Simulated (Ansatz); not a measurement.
Results of r²SCAN-D4 in Ansatz (plane waves, PAW) for diamond-structure Ge.

Run with plane-wave cutoff 560 eV, 10×10×10 k mesh, Fermi–Dirac smearing 0.01 eV, scalar-relativistic PAW data made under PBE.

Computed at the level's own relaxed cell.

**Question.** Estimate the equilibrium volume per atom, width of the whole s-p valence band, pressure derivative B′ of the bulk modulus and bulk modulus that the calculation returns.

**Answer.** 
* **equilibrium volume per atom**: 22.62 Å³/atom
* **width of the whole s-p valence band**: 13.31 eV
* **pressure derivative B′ of the bulk modulus**: 5.0
* **bulk modulus**: 72.9 GPa

Measured, for comparison: equilibrium volume per atom 22.47 Å³/atom (static lattice: zero-point anharmonic expansion removed; as tabulated in Mejia-Rodriguez and Trickey (2018), arXiv:1807.09216); bulk modulus 77.3 GPa (low-temperature value with the zero-point effect removed, our sources range from 77.3 to 79.4; as tabulated in Tanner et al. (2021), arXiv:2110.11888). Computed (rounded) less measured: equilibrium volume per atom +0.7 %, bulk modulus -6 % (-6 % to -8 % over the range).

Spin–orbit coupling is not included.

The result took very roughly 70 core-seconds.

Ansatz is a quantum-chemistry and plane-wave program.
